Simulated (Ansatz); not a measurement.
# B₃+ (quintet): the correlation ladder, cc-pVDZ

How much of the correlation energy of B₃+ (quintet) does each wave-function method recover here?

Program: Ansatz 0.2.0, Gaussian basis. Level of theory: cc-pVDZ, core rule «outside noble gas», up to 3 orbitals frozen. These are calculated values, not measurements.

To be run: UHF; CCSD(T) on ROHF; CCSD(T) on UHF; BCCD(T) on ROHF; CISD as a restricted active space (open shells left free, so some higher excitations enter); CCSDT(Q) on ROHF; CCSDT(Q) on UHF; CASSCF and MRCISD+Q, 8 electrons in 11 orbitals; CASSCF and NEVPT2, 8 electrons in 11 orbitals.

19 further runs of the same task are left out: 9 that didn't finish, 10 set aside as unsound or not needed. Runs told in other sessions of the task aren't counted.

## Step 1: The system

The geometry is a PBE0/def2-TZVP stationary point (not a proven minimum) of the parent state, kept for this charge and spin.

3 atoms, charge 1, spin multiplicity 5.

Atoms are counted from 1 here; the program's logs count them from 0.

Bond lengths: B1–B2 1.522 Å, B2–B3 1.522 Å. Angles: B1–B2–B3 180.0°.

## Step 2: UHF

File in.yaml:

```yaml
crystal:
  periodic: [false, false, false]
  atoms:
    - {symbol: B, position_ang: [0.000000, 0.000000, 1.521500]}
    - {symbol: B, position_ang: [0.000000, 0.000000, 0.000000]}
    - {symbol: B, position_ang: [0.000000, 0.000000, -1.521500]}
basis:
  gaussian: {orbitals: cc-pVDZ}
total_charge: 1
magnetization: {spin_polarized: true, initial_magnetization: 4}
hamiltonian: {xc: hf}
output: {orbitals: {seedname: orbitals}}
```

Run with:

```
$ ansatz run in.yaml --threads 1 --pin off --events-out ev --progress --plain --max-ram 2393MiB
```

After this run come: CCSD(T) on ROHF; CCSD(T) on UHF; BCCD(T) on ROHF; CISD as a restricted active space (open shells left free, so some higher excitations enter); CCSDT(Q) on ROHF; CCSDT(Q) on UHF; CASSCF and MRCISD+Q, 8 electrons in 11 orbitals; CASSCF and NEVPT2, 8 electrons in 11 orbitals.

**Question.** What will the summary of the whole plan be? Wanted: UCCSDT(Q) from the RHF energy; RMP2 from UCCSDT(Q); UMP2 from UCCSDT(Q); RCCSD from UCCSDT(Q); RCCSD(T) from UCCSDT(Q); UCCSD(T) from UCCSDT(Q); RCCSDT(Q) from UCCSDT(Q); NEVPT2 frontier from UCCSDT(Q); MRCISD+Q frontier from UCCSDT(Q).

The runs gave:

| quantity | value |
| --- | --- |
| UCCSDT(Q) from the ROHF energy | -4.2154 eV |
| RMP2 from UCCSDT(Q) | +1057.8 meV |
| UMP2 from UCCSDT(Q) | +1075.2 meV |
| RCCSD from UCCSDT(Q) | +242.6 meV |
| RCCSD(T) from UCCSDT(Q) | +64.5 meV |
| UCCSD(T) from UCCSDT(Q) | +64.9 meV |
| RCCSDT(Q) from UCCSDT(Q) | +1.1 meV |
| NEVPT2 frontier from UCCSDT(Q) | +564.7 meV |
| MRCISD+Q frontier from UCCSDT(Q) | +17.5 meV |
| levels within 1 kcal/mol (43 meV) | RCCSDT, UCCSDT, RCCSDT(Q), MRCISD+Q frontier |
| T1 diagnostic | 0.025 |

In words: RCCSD(T) lands +64.5 meV from the yardstick (1.5 % of the correlation energy). Of the multireference levels listed MRCISD+Q frontier comes nearest in total energy (+17.5 meV), which doesn't show that its space is the better one. These misses are within one basis, not against nature; the frozen cores of restricted and unrestricted runs differ, which can shift their rows.

With open shells the CI space here admits some higher excitations, so it is larger than plain CISD.
